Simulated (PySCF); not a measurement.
Molfile (atoms numbered from 1):
```
C2H4O2
     RDKit          3D

  8  7  0  0  0  0  0  0  0  0999 V2000
   -1.0071   -0.1570    0.1011 C   0  0  0  0  0  0  0  0  0  0  0  0
    0.3022   -0.6608    0.3205 O   0  0  0  0  0  0  0  0  0  0  0  0
    1.2993    0.1175   -0.0895 C   0  0  0  0  0  0  0  0  0  0  0  0
    1.1773    1.1861   -0.6151 O   0  0  0  0  0  0  0  0  0  0  0  0
   -1.1525    0.1105   -0.9556 H   0  0  0  0  0  0  0  0  0  0  0  0
   -1.6988   -0.9555    0.3924 H   0  0  0  0  0  0  0  0  0  0  0  0
   -1.1867    0.7396    0.7133 H   0  0  0  0  0  0  0  0  0  0  0  0
    2.2662   -0.3804    0.1328 H   0  0  0  0  0  0  0  0  0  0  0  0
  1  2  1  0
  2  3  1  0
  3  4  2  0
  1  5  1  0
  1  6  1  0
  1  7  1  0
  3  8  1  0
M  END
```

Geometry: PBE0-D3(BJ)/def2-SVP; GIAO absolute shieldings from PySCF, gas phase, non-relativistic, averaged over equivalent atoms.

At PBE0/pcSseg-1 (88 basis functions, 7 s wall time on 1 thread of an Arm Neoverse N1, shared host):
| atoms | σ (ppm) |
| --- | --- |
| C3 | 19.6 |
| C1 | 133.2 |
| O4 | -119.3 |
| O2 | 139.1 |
| H8 | 23.48 |
| H5/H6/H7 | 27.59 |

Question: What do these become at PBE0/pcSseg-2?

Answer: 
```
   atoms  σ at PBE0/pcSseg-2  change
      C3                15.6    -4.0
      C1               131.6    -1.6
      O4              -109.6    +9.7
      O2               135.7    -3.4
      H8               23.23   -0.25
H5/H6/H7               27.64   +0.05
```

The largest change is at O4 (ester carbonyl oxygen). Cost: 200 basis functions, 21 s wall time on 1 thread of an Arm Neoverse N1, shared host.
